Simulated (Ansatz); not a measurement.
Input file:

```yaml
crystal:
  periodic: [false, false, false]
  atoms:
    - {symbol: Al, position_ang: [0.000000, 0.000000, 0.527635]}
    - {symbol: C, position_ang: [0.000000, 0.000000, -1.397228]}
    - {symbol: H, position_ang: [0.000000, 1.398998, 1.262610]}
    - {symbol: H, position_ang: [0.000000, -1.398998, 1.262610]}
basis:
  gaussian: {orbitals: def2-mTZVP}
magnetization: {spin_polarized: false, initial_magnetization: 5}
correlation: {method: sc_nevpt2, electrons: all}
accuracy: high
scf: {lower_state_search: full}
output: {forces: true}
```

```sh
$ ansatz run in.yaml --threads 1 --pin off --events-out ev --progress --plain --max-ram 2393MiB
```

(1) One thing in this input was set wrong on purpose, beside settings that are merely unusual. What is the gravest fault, and what does the program do?

Answers

(1) Method needs an active space. How the run ends: refused.
```
Error: this correlation method needs an active space: name one as the reference
```
